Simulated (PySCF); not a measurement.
## Reading a saddle point

A first-order saddle point of SiH$_{4}$ClF, singlet, PBE0-D4/def2-TZVP, with one imaginary mode of 1138i cm⁻¹:

```
7
angstrom
Si -0.3626 -0.0594 0.2315
H 1.0801 -0.8754 -0.0818
H -0.4665 -0.9769 1.3979
H -1.4642 -0.4104 -0.6808
Cl -0.4591 1.7497 1.1833
H 1.1109 -0.1804 -0.7935
F 0.5613 0.7528 -1.2563
```

PySCF 2.14 with density fitting (its default auxiliary sets; JK sets also for MP2 and CCSD(T)); basis: def2-TZVPP and def2-QZVPP; cores frozen in the correlated methods. Extrapolation: Hartree–Fock as exp(−7.88 √X), correlation as X^−2.97.

Question: Which contacts change along the imaginary mode, and what lies on either side? (A judgement: the text doesn't fix the answer.)

Answer: Computed: The step is SiH₃Cl ([SiH3][Cl]) + HF → SiH₂ClF ([F][SiH2][Cl]) + H₂, with the molecules in contact on both sides. Shortening one way: Si1–F7, H2–H6; lengthening the same way: Si1–H2, H6–F7.
```tsv
pair	one side (Å)	saddle (Å)	other side (Å)
Si1–F7	3.49	1.93	1.59
H2–H6	3.20	1.00	0.75
Si1–H2	1.48	1.69	4.00
H6–F7	0.93	1.18	2.83
```

Question: Which side is lower, and how far does the saddle lie above each? (An estimate is asked for; the value comes from the calculation.)

Answer: Computed: The side with Si1–F7, H2–H6 short is lower by 25.51 kcal/mol; the saddle lies 63.37 kcal/mol above it and 37.86 kcal/mol above the other (CCSD(T) at an estimated basis limit (MP2 extrapolated from triple and quadruple zeta, plus CCSD(T) − MP2 in triple zeta); electronic energies).

The T1 diagnostic stays at or below 0.012.

Labels in which every atom is bracketed show which atoms are joined, not bond orders.

For scale, one of the runs: CCSD(T)/def2-TZVPP, 171 basis functions, launched by `OMP_NUM_THREADS=4 python run.py`. The run took 5.7 min on 4 CPU threads of an Intel Xeon (shared host), with 1.5 GiB of host memory at its peak.
